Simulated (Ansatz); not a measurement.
C5H8 can be A, `C=C1CCC1`, or B, `CC=C1CC1`.

Computed with Ansatz on PBE0-D4/def2-TZVP structures; ΔE is electronic, products minus reactants. CCSD(T)/CBS adds triple-zeta CCSD(T) − MP2 to the extrapolated MP2 energy (def2 sets, frozen cores). DFT in def2-TZVPP. B3LYP here is the variant with VWN-RPA as its local correlation; programs differ in this.

A:

```xyz
13

C    -1.822    0.768    0.189
C    -0.596    0.275    0.184
C    -0.029   -1.123    0.268
C     1.252   -0.580   -0.410
C     0.767    0.858   -0.107
H    -2.685    0.130    0.350
H    -2.007    1.824    0.029
H    -0.578   -1.920   -0.235
H     0.155   -1.428    1.303
H     1.262   -0.787   -1.481
H     2.208   -0.883    0.018
H     0.837    1.602   -0.902
H     1.237    1.266    0.794
```

B:

Z-matrix (Å, degrees):
```
C
C 1 1.492
H 1 1.095 2 111.1
H 1 1.095 2 111.1 3 118.6
H 1 1.091 2 111.1 3 -120.7
C 2 1.317 1 124.4 3 120.5
H 2 1.088 1 117.2 3 -59.5
C 6 1.456 2 148.9 1 -180.0
C 6 1.459 2 147.8 1 -0.0
H 8 1.086 6 118.9 2 -73.7
H 8 1.086 6 118.9 2 73.6
H 9 1.086 6 118.9 2 73.7
H 9 1.086 6 118.9 2 -73.7
```

Task: Which isomer does CCSD(T)/CBS put lower? Give the gap. (An estimate is asked.)

Result: The calculation gave: A, by 42.0 kJ/mol.

Task: Give E(B) − E(A) in kJ/mol with HF/def2-TZVPP, B3LYP-D4, MP2/def2-TZVPP, CCSD(T)/def2-TZVPP, B3LYP, r2SCAN-D4, ωB97M-V. (Best estimate.)

Result: Ansatz gave: HF/def2-TZVPP 39.6, B3LYP-D4 33.6, MP2/def2-TZVPP 39.7, CCSD(T)/def2-TZVPP 43.0, B3LYP 30.3, r2SCAN-D4 29.8, ωB97M-V 39.5. None reverses the order clearly.

Largest T1 diagnostic: 0.010.

The D4 term adds +3.4 kJ/mol with B3LYP and +1.6 kJ/mol with PBE0; it sums over pairs of atoms, weighted by their polarisabilities, and B3LYP, whose exchange is more repulsive, gets the larger term. From PBE to PBE0 (25 % exact exchange), in def2-TZVPP and without D4, E(B) − E(A) moves by +4.3 kJ/mol.
